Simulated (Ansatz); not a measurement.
A nudged elastic band was laid between two geometries of H$_{4}$O$_{2}$Si (7 atoms, charge 0, multiplicity 1).

The calculation used RKS B3LYP/def2-SVP (Ansatz 0.2.0).

- movable images: 5
- climbing image: yes
- spring: 5.0 eV/Å²
- optimiser: quadratic models (default)
- start path: through a guess of the saddle point
- force threshold: 0.05 eV/Å
- iteration limit: 60
- end points: relaxed

First end point:

```xyz
7
Properties=species:S:1:pos:R:3
Si 0.272 -0.019 0.028
O 0.521 -0.022 1.673
H -0.223 -0.228 2.251
H 1.617 0.115 -0.566
O -0.620 1.276 -0.516
H -1.580 1.197 -0.525
H -0.420 -1.282 -0.380
```

Last end point:

```xyz
7
Properties=species:S:1:pos:R:3
Si 0.008 -0.261 -0.826
O 0.760 0.177 1.253
H 0.622 -0.594 1.826
H 1.719 0.314 1.222
O -0.839 1.190 -0.997
H -1.653 1.294 -0.488
H -1.049 -1.081 -0.027
```

**Question.** What changes between the two ends?

**Answer.** Bonds broken: Si1–O2, Si1–H4. Bonds formed: O2–H4. H4O2Si becomes H2O + H2OSi.

**Question.** What energy profile does the band end with?

**Answer.** The run converged. The highest image is number 4 of 0 to 6, 77.5 kcal/mol above the first end and 23.5 kcal/mol above the last; the last end lies 54.0 kcal/mol above the first. Neighbouring images differ by up to 2.2 eV, so the band resolves the path poorly. A vibrational analysis at the climbing image gives one clearly imaginary mode, 1466i cm⁻¹: a first-order saddle point. The orbitals stay closed-shell, which can raise the energy where a bond breaks towards radicals; this wasn't checked here.

```
image  path coordinate (Å)  energy (kcal/mol)  Si1–O2 (Å)  Si1–H4 (Å)  O2–H4 (Å)
    0                 0.00                0.0        1.66        1.48       2.50
    1                 0.67                0.2        1.67        1.48       2.61
    2                 1.34                0.6        1.66        1.49       2.58
    3                 2.01               26.3        1.69        1.48       1.99
    4                 2.68               77.5        1.94        1.62       1.29
    5                 3.25               57.6        2.20        2.21       0.98
    6                 3.83               54.0        2.25        2.73       0.97
```

**Question.** What is the geometry of the highest image?

**Answer.** 
```xyz
7
Properties=species:S:1:pos:R:3:forces:R:3
Si 0.159 -0.027 -0.385 -0.01 -0.02 0.00
O 0.638 0.227 1.474 -0.02 0.03 0.01
H 0.547 -0.562 2.039 0.02 -0.01 -0.02
H 1.495 0.039 0.533 0.02 -0.01 0.02
O -0.762 1.296 -0.812 -0.02 0.01 0.00
H -1.711 1.259 -0.631 0.02 0.00 0.00
H -0.799 -1.194 -0.255 -0.01 0.00 0.00
```

The run took 2.4 min on 1 thread of Arm Neoverse V1 (shared host), peak memory 0.12 GiB.
